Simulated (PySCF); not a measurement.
C3H2FN2 (charge -1).
Atom-mapped SMILES: `[F:1][c:2]1[cH:3][n-:4][cH:5][n:6]1`

Definitions: NICS(0) = −σiso at the ring centroid; NICS(1) = −σiso and NICS(1)zz = −σzz at ±1 Å along the ring normal z. Level: GIAO PBE/pcSseg-2 (PySCF, non-relativistic, gas phase) on the PBE0-D3(BJ)/def2-SVP geometry, one conformer.

Ring bond lengths (Å): C2–C3 1.388, C3–N4 1.368, N4–C5 1.337, C5–N6 1.353, N6–C2 1.332.

Task: Give the NICS values of each ring in ppm.

Result: 
```tsv
ring	type	NICS(0)	NICS(1), two faces	NICS(1)zz, two faces	rms pucker (Å)	centre to ring atoms, mean (Å)
C2–C3–N4–C5–N6	5-membered ring with 2 N; formal bonds all aromatic	-12.0	-9.4 / -9.4	-30.0 / -30.0	0.00	1.15
```

Task: What do they say, and how far can they be read as aromaticity?

Result: 
- C2–C3–N4–C5–N6: mean NICS(1)zz -30.0 ppm, shielded. The ring is flat and has no four-coordinate atom; by the NICS criterion it is aromatic.

Task: What does the geometric index give? Use HOMA with the parameters of Krygowski (1993).

Result: 
- C2–C3–N4–C5–N6: HOMA 0.97; the largest term is that of C3–N4, α(R − Ropt)² = 0.11. The geometric and the magnetic index point the same way.

Task: At the first NICS(1) probe listed for ring C2–C3–N4–C5–N6, 1 Å off the ring, how large is the induced field along the normal in 7.05 T applied along it?

Result: NICSzz × B0 = -30.0 ppm × 7.05 T = -212 μT, against the applied field.

Task: List the ring angles.

Result: 
- C2–C3–N4–C5–N6: C2 111.8°, C3 107.2°, N4 103.0°, C5 116.6°, N6 101.4°; sum 540.0° against 540° for a flat convex ring.

Task: How do the values depend on the level or the medium?

Result: 
```json
{"level": "PBE/pcSseg-2, gas", "NICS(0), C2–C3–N4–C5–N6": "-12.0", "mean NICS(1)zz, C2–C3–N4–C5–N6": "-30.0"}
{"level": "PBE0/pcSseg-1, gas", "NICS(0), C2–C3–N4–C5–N6": "-13.8", "mean NICS(1)zz, C2–C3–N4–C5–N6": "-31.2"}
```

The geometry is the same throughout.
